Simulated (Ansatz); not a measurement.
A nudged elastic band was laid between two geometries of C$_{3}$H$_{5}$FO$_{2}$ (11 atoms, charge 0, multiplicity 1).

Computed with RKS PBE-D4/def2-SVP (Ansatz 0.2.0).

```yaml
movable_images: 7
climbing_image: yes
spring: 5.0 eV/Å²
optimiser: quadratic models (default)
start_path: IDPP
force_threshold: 0.05 eV/Å
iteration_limit: 60
end_points: relaxed
```

First end point:

```xyz
11
Properties=species:S:1:pos:R:3
C -0.041 -1.517 0.047
C -0.160 -0.390 0.785
O -0.429 -0.402 2.109
O -0.036 0.895 0.341
C 0.241 1.093 -1.025
F 0.303 2.433 -1.223
H 0.179 -1.496 -1.025
H -0.169 -2.485 0.544
H -0.464 0.530 2.401
H 1.220 0.625 -1.288
H -0.578 0.656 -1.646
```

Last end point:

```xyz
11
Properties=species:S:1:pos:R:3
C -0.873 -1.226 -0.094
C -0.326 -0.336 0.760
O -0.335 -0.476 2.102
O 0.307 0.841 0.413
C 0.777 0.972 -0.893
F -0.239 1.266 -1.774
H -0.961 -1.004 -1.162
H -1.299 -2.152 0.310
H 0.264 0.207 2.462
H 1.488 1.825 -0.878
H 1.262 0.026 -1.227
```

Problem. What changes between the two ends?

Solution. No bond is made or broken. The dihedral C2–O4–C5–H11 goes from 60 to -42°.

Problem. Give the energies along the band, and the barrier.

Solution. The forces met the threshold. The highest image is number 2 of 0 to 8, 0.010 eV above the first end and 0.138 eV above the last; the last end lies 0.127 eV below the first. A vibrational analysis at the climbing image gives one clearly imaginary mode, 52i cm⁻¹: a first-order saddle point.

```tsv
image	path coordinate (Å)	energy (eV)	dihedral C2–O4–C5–H11 (°)
0	0.00	0.000	60
1	0.49	0.004	39
2	0.98	0.010	18
3	1.59	-0.002	-9
4	2.21	-0.026	-33
5	2.82	-0.034	-43
6	3.43	-0.057	-44
7	4.04	-0.099	-43
8	4.66	-0.127	-42
```

Problem. What is the geometry of the highest image?

Solution. 
```xyz
11
Properties=species:S:1:pos:R:3:forces:R:3
C -0.298 -1.536 0.023 0.00 0.00 -0.01
C -0.072 -0.437 0.778 -0.01 0.00 0.01
O -0.327 -0.386 2.102 0.00 0.00 0.00
O 0.471 0.746 0.351 0.00 0.00 0.00
C 0.363 1.107 -1.004 0.00 0.00 0.00
F 0.049 2.434 -1.056 0.00 0.00 0.00
H 0.041 -1.601 -1.016 0.00 0.00 0.00
H -0.783 -2.404 0.484 0.00 0.00 0.00
H -0.280 0.555 2.364 0.00 0.00 0.00
H 1.342 0.955 -1.514 0.00 0.00 0.00
H -0.441 0.509 -1.491 0.00 0.00 0.00
```

Time of the run: 2.6 min on 2 threads of Arm Neoverse V2, on a shared host, peak memory 0.16 GiB.
